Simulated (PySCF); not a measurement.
**One shape, several levels: C2H3ClO (acetyl chloride)**

We compute a comparison of 6 runs (HF/STO-3G, HF/def2-SVP, r2SCAN/6-31G, PBE0/def2-SVP, MP2/cc-pVDZ, CCSD(T)/def2-SVPD) of C2H3ClO (acetyl chloride). The job is set up through a Python script.

Program for the calculation: PySCF 2.14.0.

## 1. Starting point

The species is C2H3ClO (7 atoms), meant as a singlet with charge 0. As SMILES, `CC(=O)Cl`. The shape is that of a PBE0-D4/def2-TZVP optimisation.

Bond lengths: C1–C2 1.491 Å, C2–O3 1.179 Å, C2–Cl4 1.794 Å, C1–H5 1.089 Å, C1–H6 1.091 Å, C1–H7 1.091 Å. Angles: C1–C2–O3 127.8°, C1–C2–Cl4 111.8°, O3–C2–Cl4 120.4°, C2–C1–H5 109.4°, C2–C1–H6 109.4°, C2–C1–H7 109.4°, H5–C1–H6 110.6°, H5–C1–H7 110.6°, H6–C1–H7 107.3°.

## 2. Energy and forces at HF/STO-3G (run 1)

The input, run.py:

```python
# CC(=O)Cl
import pyscf.grad
from pyscf import gto, scf

mol = gto.M(
    atom=[
    ('C', (0.144710, 0.666770, 0.108700)),
    ('C', (0.017280, -0.815930, 0.021550)),
    ('O', (0.681540, -1.630880, 0.555040)),
    ('Cl', (-1.337090, -1.306820, -1.047030)),
    ('H', (0.973300, 0.921250, 0.767410)),
    ('H', (-0.788440, 1.089970, 0.484050)),
    ('H', (0.308710, 1.075650, -0.889730)),
],
    verbose=3,
    basis='sto-3g',
    max_memory=1860,
    spin=0,
)

mf = scf.RHF(mol)
mf.conv_tol = 1e-10
mf.kernel()
if not mf.converged:
    mf = mf.newton().run(mf.mo_coeff, mf.mo_occ)

etot = mf.e_tot
print('E = %.10f Eh' % etot)
grad = mf.Gradients().kernel()
mf.analyze()
```

On the command line:

```sh
$ OMP_NUM_THREADS=1 python run.py
```

Standard output:

```text
converged SCF energy = -604.963186647319
E = -604.9631866473 Eh
--------------- RHF gradients ---------------
         x                y                z
0 C     0.0019038147    -0.0371687902     0.0020122209
1 C     0.0170270709    -0.0102483018     0.0135347422
2 O    -0.0326463030     0.0407852425    -0.0262417431
3 Cl     0.0182828681     0.0069268732     0.0144308287
4 H     0.0022995707    -0.0013426567     0.0018298750
5 H    -0.0046715607     0.0005508649    -0.0012397913
6 H    -0.0021954606     0.0004967681    -0.0043261324
----------------------------------------------
**** MO energy ****
MO #1   energy= -103.683967128427  occ= 2
MO #2   energy= -20.3663326968266  occ= 2
MO #3   energy= -11.2222576927433  occ= 2
MO #4   energy= -11.0988196574687  occ= 2
MO #5   energy= -10.3696371047139  occ= 2
MO #6   energy= -7.81360794950483  occ= 2
MO #7   energy= -7.80829074872984  occ= 2
MO #8   energy= -7.80805381207442  occ= 2
MO #9   energy= -1.41442185390298  occ= 2
MO #10  energy= -1.05941219656439  occ= 2
MO #11  energy= -0.978667949223284 occ= 2
MO #12  energy= -0.714764457775789 occ= 2
MO #13  energy= -0.631362861653087 occ= 2
MO #14  energy= -0.611051362104956 occ= 2
MO #15  energy= -0.606028474372937 occ= 2
MO #16  energy= -0.53401303885478  occ= 2
MO #17  energy= -0.496084782373586 occ= 2
MO #18  energy= -0.39512328334572  occ= 2
MO #19  energy= -0.388981685928491 occ= 2
MO #20  energy= -0.369767537862783 occ= 2
MO #21  energy= 0.253295990418371  occ= 0
MO #22  energy= 0.351026956773602  occ= 0
MO #23  energy= 0.628019224776968  occ= 0
MO #24  energy= 0.671632398495963  occ= 0
MO #25  energy= 0.67920139839746   occ= 0
MO #26  energy= 0.714334764143215  occ= 0
MO #27  energy= 0.980112332061089  occ= 0
 ** Mulliken atomic charges  **
charge of    0C =     -0.12379
charge of    1C =      0.21193
charge of    2O =     -0.10941
charge of    3Cl =     -0.17579
charge of    4H =      0.06284
charge of    5H =      0.06712
charge of    6H =      0.06711
Dipole moment(X, Y, Z, Debye):  0.96925,  2.33314,  0.74586
```

Wall time 1.4 s (1 thread of Arm Neoverse V1, shared host); peak memory 0.12 GiB.

## 3. Energy and forces at HF/def2-SVP (run 2)

The input, run.py:

```python
# CC(=O)Cl
from pyscf import gto

mol = gto.Mole()
mol.atom = '''
C      0.273462     1.260013     0.205413
C      0.032654    -1.541884     0.040724
O      1.287924    -3.081917     1.048874
Cl    -2.526734    -2.469532    -1.978600
H      1.839270     1.740910     1.450195
H     -1.489936     2.059745     0.914722
H      0.583377     2.032684    -1.681346
'''
mol.spin = 0
mol.unit = 'bohr'
mol.verbose = 4
mol.max_memory = 1860
mol.basis = 'def2-svp'
mol.build()

mf = mol.RHF()
mf.conv_tol = 1e-10
mf.kernel()
if not mf.converged:
    mf = mf.newton().run(mf.mo_coeff, mf.mo_occ)

energy = mf.e_tot
print(f'total energy: {energy:.8f} hartree')
grad = mf.nuc_grad_method().kernel()
dip = mf.dip_moment()
pop, q = mf.mulliken_pop()
```

On the command line:

```sh
$ OMP_NUM_THREADS=1 python run.py
```

Standard output:

```text
PySCF version 2.14.0

[... 65 lines left out ...]
converged SCF energy = -611.586447743589
total energy: -611.58644774 hartree
[... 13 lines left out ...]
Dipole moment(X, Y, Z, Debye): -0.09763,  3.04338, -0.10616
[... 83 lines left out ...]
charge of    6H =      0.08155
```

Wall time 3.6 s (1 thread of Arm Neoverse V1, shared host); peak memory 0.15 GiB.

## 4. Energy and gradient at r2SCAN/6-31G (run 3)

The input, start.xyz:

```xyz
7

C      0.144710     0.666770     0.108700
C      0.017280    -0.815930     0.021550
O      0.681540    -1.630880     0.555040
Cl    -1.337090    -1.306820    -1.047030
H      0.973300     0.921250     0.767410
H     -0.788440     1.089970     0.484050
H      0.308710     1.075650    -0.889730
```

The input, input.py:

```python
from pyscf import gto, dft

molecule = gto.M(
    atom='start.xyz',
    basis='6-31g',
    verbose=3,
    max_memory=1860,
    charge=0,
)

ks = dft.RKS(molecule)
ks.xc = 'r2scan'
ks.grids.level = 5
ks.conv_tol = 1e-10
ks.kernel()
if not ks.converged:
    ks = ks.newton().run(ks.mo_coeff, ks.mo_occ)

etot = ks.e_tot
print('E(%s) = %.9f' % ('R2SCAN', etot))
grad = ks.nuc_grad_method().kernel()
dip = ks.dip_moment()
pop, q = ks.mulliken_pop()
```

On the command line:

```sh
$ OMP_NUM_THREADS=1 python input.py
```

Standard output:

```text
converged SCF energy = -613.245465996063
[... 11 lines left out ...]
Dipole moment(X, Y, Z, Debye):  0.26847,  3.07288,  0.18298
[... 54 lines left out ...]
charge of    6H =      0.22808
```

It took 19 s on 1 thread of Arm Neoverse V1, shared host; peak memory 0.49 GiB.

Runs 4 to 5 aren't shown in full; the table further down has their settings and results.

## 5. A single-point energy at CCSD(T)/def2-SVPD (run 6)

The input, job.py:

```python
# CC(=O)Cl
from pyscf import gto, scf, cc

system = gto.Mole()
system.atom = [
    ('C', (0.144710, 0.666770, 0.108700)),
    ('C', (0.017280, -0.815930, 0.021550)),
    ('O', (0.681540, -1.630880, 0.555040)),
    ('Cl', (-1.337090, -1.306820, -1.047030)),
    ('H', (0.973300, 0.921250, 0.767410)),
    ('H', (-0.788440, 1.089970, 0.484050)),
    ('H', (0.308710, 1.075650, -0.889730)),
]
system.verbose = 3
system.spin = 0
system.basis = 'def2-svpd'
system.max_memory = 1860
system.build()

mf = scf.RHF(system)
mf.conv_tol = 1e-10
mf.kernel()
if not mf.converged:
    mf = mf.newton().run(mf.mo_coeff, mf.mo_occ)

mycc = cc.CCSD(mf, frozen=8)
mycc.kernel()
e_t = mycc.ccsd_t()
e_final = mycc.e_tot + e_t
print('E(%s) = %.9f' % ('CCSD(T)', e_final))
mf.analyze()
```

On the command line:

```sh
$ OMP_NUM_THREADS=1 python job.py
```

Standard output:

```text
converged SCF energy = -611.603294911328
[... 22 lines left out ...]
MO #19  energy= -0.471368019664611 occ= 2
[... 18 lines left out ...]
MO #38  energy= 0.341501575375782  occ= 0
[... 18 lines left out ...]
MO #57  energy= 0.608755972353221  occ= 0
[... 18 lines left out ...]
MO #76  energy= 1.23584832807484   occ= 0
[... 18 lines left out ...]
MO #95  energy= 2.12932748555337   occ= 0
[... 18 lines left out ...]
MO #114 energy= 4.17811100196243   occ= 0
[... 8 lines left out ...]
Dipole moment(X, Y, Z, Debye): -0.08310,  3.07225, -0.09438
```

Run time: 100 s. Hardware: 1 thread of Arm Neoverse V1, shared host; peak memory 0.92 GiB.

## 6. All runs side by side

```
run              level  integration grid  frozen core orbitals  energy (Eh)  dipole moment (D) of the reference  HOMO energy (eV)  LUMO energy (eV)  wall time
  1          HF/STO-3G                 –                     –  -604.963187                                2.63            -10.06              6.89      1.4 s
  2        HF/def2-SVP                 –                     –  -611.586448                                3.05            -12.30              3.61      3.6 s
  3       r2SCAN/6-31G                 5                     –  -613.245466                                3.09             -7.37             -1.96       19 s
  4      PBE0/def2-SVP                 5                     –  -612.866215                                2.71             -8.44             -0.80       20 s
  5        MP2/cc-pVDZ                 –                     8  -612.457241                                3.05            -12.24              3.68      7.8 s
  6  CCSD(T)/def2-SVPD                 –                     8  -612.274971                                3.07            -12.50              2.49      100 s
```

## 7. Outcome

| quantity | value |
| --- | --- |
| run 6: total energy | -612.27497 Eh |
| run 6: dipole moment (Hartree–Fock density) | 3.07 D |
| run 6: HOMO energy (Hartree–Fock orbitals) | -12.50 eV |
| run 6: LUMO energy (Hartree–Fock orbitals) | 2.49 eV |
| run 6: HOMO–LUMO gap (Hartree–Fock orbitals) | 14.99 eV |
| run 6: correlation energy (8 core orbitals frozen) | -671.7 mEh |
| run 6: (T) correction | -23.70 mEh |
| run 6: T1 diagnostic | 0.015 |

What this shows: Over runs 1, 2, 3, 4 the dipole moment (its size) runs from 2.63 D (HF/STO-3G) to 3.09 D (r2SCAN/6-31G). The two ends differ in method and basis. Over runs 1, 2, 3, 4 the HOMO–LUMO gap runs from 5.41 eV (r2SCAN/6-31G) to 16.95 eV (HF/STO-3G). Totals of different functionals can't be ranked against each other. In run 1 the basis is minimal, so the values are rough. All runs together took 2.5 min, the longest 100 s.
